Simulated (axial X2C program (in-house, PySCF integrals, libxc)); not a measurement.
**LiP⁺: cheaper levels and CCSD(T), with spin–orbit coupling**

Calculated with an axial X2C code built on PySCF integrals. Two-component (2c) means X2C with spin–orbit coupling and atomic mean-field two-electron Coulomb and Gaunt terms. Basis: P dyall-v3z [8s7p2d1f], Li dyall-cv3z [7s8p2d] (cores contracted in-house); Gaussian nuclei, density fitting, unrestricted open shells. Masses: P 30.974 u, Li 7.016 u.

State: Ω = 3/2 (⟨Sz⟩ = 1.50, ⟨Lz⟩ = 0.00 at HF); fragments P + Li+.

| level | Re (Å) | ωe (cm⁻¹) | De (eV) |
| --- | --- | --- | --- |
| PBE0 | 2.642 | 253.1 | 0.440 |
| HF | 2.689 | 243.2 | 0.377 |
| MP2 | 2.695 | 240.0 | 0.371 |
| CCSD | 2.691 | 241.1 | 0.374 |
| PW91 | 2.647 | 252.0 | 0.478 |

Correlated methods: 5 electrons correlated (number of frozen shells: P 2 s, 1 p; Li 1 s), 143 virtual spin orbitals or spinors in MP2, 50 natural virtuals in coupled cluster.

CCSD(T), same Hamiltonian and basis:

Re = 2.691 Å, ωe = 241.1 cm⁻¹, De = 0.37 eV; T1 = 0.008 (Lee–Taylor normalisation).

(1) Give the differences from CCSD(T) in the columns below.

The state is one determinant whose occupation by symmetry is held fixed; it was picked as the lowest of a PBE0 search that is not exhaustive. De is counted from the lowest determinant-based energies of the atoms at the same level, without counterpoise correction. Density functionals use the spin component along the axis (collinear). CCSD and (T) use frozen natural virtuals with an MP2 correction for the truncation; (T) itself is uncorrected, so its De runs slightly low. With several unpaired electrons one determinant need not be a pure state. This is the top spin component of a Σ state; components of lower Ω are not single determinants and can lie lower.

## Answers

(1) 

```tsv
level	ΔRe (Å)	Δωe (cm⁻¹)	ΔDe (eV)
PBE0	-0.049	12.0	0.07
HF	-0.002	2.1	0.01
MP2	0.004	-1.1	0.00
CCSD	0.000	0.0	0.00
PW91	-0.044	10.9	0.11
```
